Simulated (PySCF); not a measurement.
# Energy profile

The step: BNH₄ ([BH2][NH2]) + SiH₄ → BSiH₅ ([BH2][SiH3]) + NH₃ (still joined by a long B–N bond); bonds formed: B1–Si6, N2–H5; bonds broken: H5–Si6; bonds weakened to dative contacts: B1–N2 (atoms numbered as in the saddle structure below).

| atom | x (Å) | y (Å) | z (Å) |
| --- | --- | --- | --- |
| B1 | -0.7491 | -0.3302 | -0.2322 |
| N2 | -0.9982 | 1.1424 | -0.7173 |
| H3 | -0.6112 | -1.1306 | -1.1168 |
| H4 | -1.3872 | -0.6532 | 0.7329 |
| H5 | 0.1447 | 0.7058 | -0.1254 |
| Si6 | 1.2421 | -0.5496 | 0.6667 |
| H7 | -1.6466 | 1.7066 | -0.1960 |
| H8 | -1.0147 | 1.3159 | -1.7075 |
| H9 | 2.4368 | -0.3812 | -0.2102 |
| H10 | 1.5149 | 0.1689 | 1.9449 |
| H11 | 1.0686 | -1.9946 | 0.9611 |

Electronic energies by CCSD(T) at an estimated basis limit (MP2 extrapolated from triple and quadruple zeta, plus CCSD(T) − MP2 in triple zeta), on PBE0-D4/def2-TZVP structures; BSiNH$_{8}$, singlet; no counterpoise correction. Program: PySCF 2.14 with density fitting (its default auxiliary sets; JK sets also for MP2 and CCSD(T)). Basis: def2-TZVPP and def2-QZVPP. Cores are frozen in the correlated methods. Extrapolation: Hartree–Fock as exp(−7.88 √X), correlation as X^−2.97.

Problem. Give the profile in kJ/mol, counted from the separated reactants. (To be estimated.)

Solution. The calculation gives:
```
                                                                                                                     point  kJ/mol
 separated: BNH$_{4}$ (linked as [BH2][NH2]; B1, N2, H3, H4, H7, H8; singlet) + SiH$_{4}$ (H5, Si6, H9, H10, H11; singlet)     0.0
                                                                                                           start structure    -3.5
                                                                                                                    saddle   198.0
                                                                                                             end structure    22.0
separated: BSiH$_{5}$ (linked as [BH2][SiH3]; B1, H3, H4, Si6, H9, H10, H11; singlet) + NH$_{3}$ (N2, H5, H7, H8; singlet)   166.7
```

No T1 diagnostic of these runs exceeds 0.013. The start structure is not quite a true minimum (one mode of 45i cm⁻¹).

For scale, one of the runs: CCSD(T)/def2-TZVPP, 216 basis functions, launched by `OMP_NUM_THREADS=4 python run.py`. Time: 6.6 min of wall clock on 4 CPU threads of an Arm Neoverse V2; the host was shared. Peak host memory: 2.8 GiB.
